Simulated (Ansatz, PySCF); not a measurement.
Bond stretch in SMILES CS. The S2–H6 bond (S2 also carries C; H6 carries nothing else) is varied alone, starting from the PBE0/def2-TZVP optimised geometry.

Levels of theory: UHF/def2-TZVP (PySCF); RHF/def2-TZVP (PySCF); UKS-LDA (SVWN5) = unrestricted LDA (SVWN5)/def2-TZVP run with PySCF; RKS-LDA (SVWN5) = restricted LDA (SVWN5)/def2-TZVP (PySCF); UKS-B3LYP = unrestricted B3LYP/def2-TZVP (PySCF); RKS-B3LYP = restricted B3LYP/def2-TZVP (PySCF 2.14.0); UKS-PBE = unrestricted PBE/def2-TZVP (Ansatz, an electronic-structure program); RKS-PBE = Ansatz with restricted PBE/def2-TZVP; UKS-B3LYP/6-31G* = unrestricted B3LYP/6-31G*, spherical d in PySCF; RKS-B3LYP/6-31G* = restricted B3LYP/6-31G*, spherical d (PySCF); UKS-B3LYP/LANL2DZ = unrestricted B3LYP/LANL2DZ, with its core potentials past Ne run with PySCF; RKS-B3LYP/LANL2DZ = restricted B3LYP/LANL2DZ, with its core potentials past Ne in PySCF.

Scanned distances (Å): 1.01, 1.07, 1.15, 1.21, 1.27, 1.30, 1.34, 1.39, 1.41, 1.47, 1.57, 1.64, 1.80, 2.02, 2.20, 2.39, 2.71, 2.97, 3.31, 3.62, 4.07.

Problem. Where does the unrestricted solution first break spin symmetry (<S²> of 0.01 or more)?

Solution. UHF: between 1.64 and 1.80 Å; UKS-LDA (SVWN5): between 2.39 and 2.71 Å; UKS-B3LYP: between 2.02 and 2.20 Å; UKS-PBE: between 2.20 and 2.39 Å; UKS-B3LYP/6-31G*: between 2.02 and 2.20 Å; UKS-B3LYP/LANL2DZ: between 2.02 and 2.20 Å.

```csv
R / Å,<S²> UHF,E(RHF) − E(UHF) / kJ/mol,<S²> UKS-LDA (SVWN5),E(RKS-LDA (SVWN5)) − E(UKS-LDA (SVWN5)) / kJ/mol,<S²> UKS-B3LYP,E(RKS-B3LYP) − E(UKS-B3LYP) / kJ/mol,<S²> UKS-PBE,E(RKS-PBE) − E(UKS-PBE) / kJ/mol,<S²> UKS-B3LYP/6-31G*,E(RKS-B3LYP/6-31G*) − E(UKS-B3LYP/6-31G*) / kJ/mol,<S²> UKS-B3LYP/LANL2DZ,E(RKS-B3LYP/LANL2DZ) − E(UKS-B3LYP/LANL2DZ) / kJ/mol
1.01,0.00,0.0,0.00,0.0,0.00,0.0,0.00,0.0,0.00,0.0,0.00,0.0
1.07,0.00,0.0,0.00,0.0,0.00,0.0,0.00,0.0,0.00,0.0,0.00,0.0
1.15,0.00,0.0,0.00,0.0,0.00,0.0,0.00,0.0,0.00,0.0,0.00,0.0
1.21,0.00,0.0,0.00,0.0,0.00,0.0,0.00,0.0,0.00,0.0,0.00,0.0
1.27,0.00,0.0,0.00,0.0,0.00,0.0,0.00,0.0,0.00,0.0,0.00,0.0
1.30,0.00,0.0,0.00,0.0,0.00,0.0,0.00,0.0,0.00,0.0,0.00,0.0
1.34,0.00,0.0,0.00,0.0,0.00,0.0,0.00,0.0,0.00,0.0,0.00,0.0
1.39,0.00,0.0,0.00,0.0,0.00,0.0,0.00,0.0,0.00,0.0,0.00,0.0
1.41,0.00,0.0,0.00,0.0,0.00,0.0,0.00,0.0,0.00,0.0,0.00,0.0
1.47,0.00,0.0,0.00,0.0,0.00,0.0,0.00,0.0,0.00,0.0,0.00,0.0
1.57,0.00,0.0,0.00,0.0,0.00,0.0,0.00,0.0,0.00,0.0,0.00,0.0
1.64,0.00,0.0,0.00,0.0,0.00,0.0,0.00,0.0,0.00,0.0,0.00,0.0
1.80,0.04,0.1,0.00,0.0,0.00,0.0,0.00,0.0,0.00,0.0,0.00,0.0
2.02,0.54,33.9,0.00,0.0,0.00,0.0,0.00,0.0,0.00,0.0,0.00,0.0
2.20,0.74,84.2,0.00,0.0,0.12,0.9,0.00,0.0,0.12,1.0,0.14,1.3
2.39,0.86,142.2,0.00,0.0,0.45,13.6,0.24,1.8,0.45,13.8,0.46,15.2
2.71,0.96,233.5,0.49,9.9,0.78,51.4,0.73,28.2,0.78,52.5,0.78,55.1
2.97,0.99,296.3,0.74,28.9,0.90,83.8,0.88,55.3,0.90,85.8,0.90,89.3
3.31,1.00,362.7,0.90,—,0.96,119.7,0.96,85.7,0.96,123.1,0.96,127.5
3.62,1.01,410.3,0.96,—,0.99,144.6,0.99,106.3,0.99,149.3,0.99,154.3
4.07,1.01,462.2,0.99,—,1.00,169.7,1.00,125.9,1.00,175.7,1.00,181.5
```

A dash means that the run gave no value there, or that the column was ended at a point which the program doubted or which failed a test of continuity chosen for this set; such a test can also cut sound points.
